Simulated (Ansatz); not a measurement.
Input for Ansatz (development build ahead of 0.2.0):

```yaml
crystal:
  periodic: [false, false, false]
  atoms:
    - { symbol: Na, position_ang: [0.0, 0.0, 0.0] }
    - { symbol: Al, position_ang: [1.41051, 1.88068, 4.07179] }
basis:
  gaussian: { orbitals: STO-3G }
total_charge: -1
magnetization:
  initial_magnetization: 3
hamiltonian:
  xc: hf
correlation:
  method: fci
  frozen_orbitals: { Al: 5, Na: 1 }
```

The input is written out in the form of the current development build from the run's settings.

Output:

```
Converged    : yes
Total energy : -398.17296 hartree
State        : lowest quartet root, of any spatial symmetry
```

Caution: no diffuse functions for an anion.
